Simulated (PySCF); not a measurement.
**Al2H6 at several levels of theory**

All levels use the PBE0 minimum (singlet; Al–H 1.578 Å (×4), Al–H 1.741 Å (×4); Al–H–Al 96.6° (×2), H–Al–H 83.4° (×2), H–Al–H 109.1° (×8), H–Al–H 128.1° (×2)), basis [Al def2-TZVP, H def2-TZVP], no relativity, density fitting, no spin–orbit coupling, PySCF. Atomisation goes to high-spin ground-configuration atoms, without zero-point energy. A dash marks a value that was not computed or is not defined at that level.

Z-matrix (Å, degrees; charge 0 multiplicity 1):
```
Al
Al 1 2.6004
H  1 1.7411 2 41.69
H  1 1.7411 2 41.69 3 180.00
H  1 1.5776 2 115.93 3 90.00
H  1 1.5776 2 115.93 3 -90.00
H  2 1.5776 1 115.93 3 -90.00
H  2 1.5776 1 115.93 3 90.00
```

```json
{"level": "CCSD(T)", "atomisation (kJ/mol)": "1871", "−ε(HOMO) (eV)": "–", "gap (eV)": "–"}
{"level": "HF", "atomisation (kJ/mol)": "1524", "−ε(HOMO) (eV)": "11.80", "gap (eV)": "13.51"}
{"level": "MP2", "atomisation (kJ/mol)": "1821", "−ε(HOMO) (eV)": "–", "gap (eV)": "–"}
{"level": "PBE0", "atomisation (kJ/mol)": "1877", "−ε(HOMO) (eV)": "8.61", "gap (eV)": "7.49"}
{"level": "PBE", "atomisation (kJ/mol)": "1862", "−ε(HOMO) (eV)": "7.35", "gap (eV)": "5.46"}
{"level": "B3LYP", "atomisation (kJ/mol)": "1917", "−ε(HOMO) (eV)": "8.43", "gap (eV)": "7.16"}
{"level": "r2SCAN", "atomisation (kJ/mol)": "1939", "−ε(HOMO) (eV)": "7.67", "gap (eV)": "6.14"}
{"level": "wB97X", "atomisation (kJ/mol)": "1943", "−ε(HOMO) (eV)": "11.07", "gap (eV)": "11.89"}
```

For Al₂H₆ itself CCSD(T) correlates 12 electrons; T1 = 0.011, D1 = 0.020, (T) = -12 kJ/mol.

Question: Which levels differ least and most from CCSD(T) in the atomisation?

Answer: Least: PBE0 (+6 kJ/mol); most: HF (-347 kJ/mol). CCSD(T) atomisation energies in a triple-zeta basis lie tens of kJ/mol low, so this is no ranking by accuracy.
